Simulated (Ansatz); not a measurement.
# AlSiH (quintet): from Hartree-Fock to the top rungs, def2-TZVPP

An exercise on one series of results from a longer session: the logs are not shown, and one member is left open.

Program: Ansatz 0.2.0, Gaussian basis. Level of theory: def2-TZVPP, core rule «outside noble gas», up to 10 orbitals frozen. These are calculated values, not measurements.

To be run: UHF; ROHF; CCSD(T) on UHF.

2 further runs of the same task are left out: 2 set aside as unsound or not needed.

## The geometry

The geometry is a PBE0/def2-TZVP stationary point (not a proven minimum) of the parent state, kept for this charge and spin.

3 atoms, charge 0, spin multiplicity 5.

Atoms are counted from 1 here; the program's logs count them from 0.

Bond lengths: Si1–Al2 2.390 Å, Si1–H3 1.598 Å. Angles: Al2–Si1–H3 57.3°.

As a file:

```xyz
3
charge 0, multiplicity 5
Si    0.0000   -0.0360    1.1654
Al    0.0000   -0.0118   -1.2249
H     0.0000    1.3177    0.3154
```

The first run:

in.yaml

```yaml
crystal:
  periodic: [false, false, false]
  atoms:
    - {symbol: Si, position_ang: [0.000000, -0.035961, 1.165412]}
    - {symbol: Al, position_ang: [0.000000, -0.011793, -1.224879]}
    - {symbol: H, position_ang: [0.000000, 1.317723, 0.315431]}
basis:
  gaussian: {orbitals: def2-TZVPP}
magnetization: {spin_polarized: true, initial_magnetization: 4}
hamiltonian: {xc: hf}
output: {orbitals: {seedname: orbitals}}
```

On the command line:

```console
$ ansatz run in.yaml --threads 1 --pin off --events-out ev --progress --plain --max-ram 4096MiB --backend cpu
```

Among the steps run: UHF; ROHF; CCSD(T) on UHF.

One of the session's tables, all rows but one given; the rest of the session is left out.

It belongs to the step «Misses and costs». 

```
  method  from UCCSD(T) (meV)
    ROHF                    ?
     UHF              +3979.3
    UMP2               +942.7
   UCCSD               +178.2
UCCSD(T)                    0
```

Estimate the missing values for ROHF.

As computed: from UCCSD(T) (meV): +4208.7. In the column «from UCCSD(T) (meV)» it is the highest.
